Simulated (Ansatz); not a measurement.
We consider solid iodine, described by HSE06 (Ansatz, a quantum-chemistry and plane-wave program, plane waves, PAW).

Settings: plane-wave cutoff 500 eV, 6×6×2 k mesh (along the axes of the cell as run), gaussian smearing 0.02 eV, scalar-relativistic PAW data made under PBE.

Computed at the level's own relaxed cell.

Task: Predict the lattice parameter b, band gap, volume per atom, lattice parameter a and lattice parameter c.

Result: 
- lattice parameter b: 4.742 Å
- band gap: 2.11 eV (on the SCF k mesh)
- volume per atom: 49.23 Å³/atom
- lattice parameter a: 8.414 Å
- lattice parameter c: 9.871 Å

Note: the cell comes from a level without a dispersion term, which matters for the spacing of layers, chains or molecules.

Spin–orbit coupling is not included; with these elements it can move the gap by several tenths of an eV or more.

Static lattice: no zero-point or thermal effects.
